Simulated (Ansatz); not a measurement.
Cost and result for the atomization energy of C₃H₆F₂ (`FCCCF`) (11 atoms, 10 bonds).

```xyz
11

F     1.678   -1.471   -0.935
C     0.628   -0.571   -0.925
C     0.261   -0.231    0.499
C    -0.898    0.729    0.580
F    -0.562    1.940   -0.006
H    -0.215   -1.035   -1.449
H     0.941    0.318   -1.477
H     1.128    0.197    1.010
H    -0.013   -1.148    1.031
H    -1.778    0.345    0.053
H    -1.170    0.929    1.620
```

Total charge 0; spin multiplicity 1. Geometry: relaxed with PBE0-D4/def2-TZVP. It is one conformer, not always the lowest. Program: Ansatz. All runs use 4 threads of a server CPU on a shared host. Times are those of one run each, without the atoms' runs, and a repeat can differ threefold. Electronic energies, without spin–orbit coupling; frozen cores. CCSD(T)/CBS adds CCSD(T) − MP2 in def2-TZVPP to the MP2 limit, and its time is that of the two runs behind it. T1 = 0.010. B3LYP takes the VWN-RPA correlation (the form of Gaussian; ORCA's B3LYP/G).

CCSD(T)/CBS is a level of theory with its own doubt, some kJ/mol a heavy atom from the limit and from the frozen cores, so smaller differences don't rank the functionals.

```csv
level,functions,wall time
PBE-D4/def2-TZVPP (with forces),239,1.8 s
PBE0-D4/def2-TZVPP,239,1.8 s
B3LYP-D4/def2-TZVPP (with forces),239,2.7 s
r2SCAN-D4/def2-TZVPP (with forces),239,3 s
B2PLYP/def2-TZVPP,239,3.5 s
ωB97X-V/def2-TZVPP,239,4.4 s
ωB97M-V/def2-TZVPP (with forces),239,6.5 s
MP2/def2-QZVPP,465,18 s
CCSD(T)/def2-TZVPP,239,110 s
CCSD(T)/CBS(def2),–,2.1 min
```

(1) What atomization energy does each give, and how far from CCSD(T)/CBS? (Best estimate.)

Results:

(1) Computed: 
```tsv
level	atomization (kJ/mol)	difference from CCSD(T)/CBS	per bond
PBE-D4/def2-TZVPP (with forces)	4382.7	106.2	10.6
PBE0-D4/def2-TZVPP	4297.4	20.9	2.1
B3LYP-D4/def2-TZVPP (with forces)	4272.7	-3.8	-0.4
r2SCAN-D4/def2-TZVPP (with forces)	4285.7	9.2	0.9
B2PLYP/def2-TZVPP	4237.1	-39.4	-3.9
ωB97X-V/def2-TZVPP	4284.9	8.4	0.8
ωB97M-V/def2-TZVPP (with forces)	4287.2	10.7	1.1
MP2/def2-QZVPP	4312.7	36.2	3.6
CCSD(T)/def2-TZVPP	4177.6	-98.9	-9.9
CCSD(T)/CBS(def2)	4276.5	0.0	0.0
```

From PBE to PBE0 (25 % exact exchange), in def2-TZVPP and without D4, the atomization energy moves by −82.7 kJ/mol: exact exchange takes away binding that semilocal exchange gives to molecules. The D4 term adds +24.1 kJ/mol with B3LYP and +12.6 kJ/mol with PBE0; it sums over pairs of atoms, weighted by their polarisabilities, and B3LYP, whose exchange is more repulsive, gets the larger term. In def2-TZVPP, CCSD(T) changes the Hartree–Fock value by +1023.5 kJ/mol (the triples alone add +57.3 kJ/mol) and MP2 by +1100.4 kJ/mol; breaking electron pairs costs correlation energy, which Hartree–Fock lacks.
